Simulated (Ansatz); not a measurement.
The first iterations of a band of C2H6OS2 (11 atoms, charge 0, multiplicity 1).

Method: Ansatz, RKS PBE-D4/def2-mTZVP.

```json
{
  "movable images": "9",
  "climbing image": "yes",
  "spring": "5.0 eV/Å²",
  "optimiser": "quadratic models (default)",
  "start path": "through a guess of the saddle point",
  "force threshold": "0.05 eV/Å",
  "iteration limit": "60",
  "end points": "relaxed"
}
```

First end point:

```xyz
11
Properties=species:S:1:pos:R:3
C -1.024 -0.238 0.877
C 0.244 0.005 0.077
O 1.320 -0.083 0.975
S 0.078 1.693 -0.718
S 0.532 -1.328 -1.217
H -1.150 0.555 1.629
H -0.940 -1.203 1.393
H -1.904 -0.259 0.223
H 2.143 0.121 0.487
H 1.128 1.531 -1.574
H -0.361 -0.850 -2.131
```

Last end point:

```xyz
11
Properties=species:S:1:pos:R:3
C -0.980 -0.171 0.976
C 0.090 0.082 -0.083
O 1.390 0.207 0.468
S -0.295 1.700 -0.887
S 0.021 -1.388 -1.251
H -0.910 0.608 1.745
H -0.814 -1.150 1.450
H -1.988 -0.162 0.541
H 1.690 -0.703 0.676
H 0.924 1.806 -1.488
H 0.938 -0.886 -2.127
```

| iteration | highest image above the first end (eV) | largest band force component (eV/Å) |
| --- | --- | --- |
| 1 | 1.220 | 9.625 |
| 2 | 0.201 | 1.221 |

Task: Does the band converge within its limit, and where does its top end?

Result: The forces met the threshold. It ended after 7 iterations with the highest image 0.091 eV above the first end. A vibrational analysis at the climbing image gives one clearly imaginary mode, 204i cm⁻¹: a first-order saddle point.

Run time: 3.2 min on 2 threads of Arm Neoverse V1, on a shared host, peak memory 0.17 GiB.
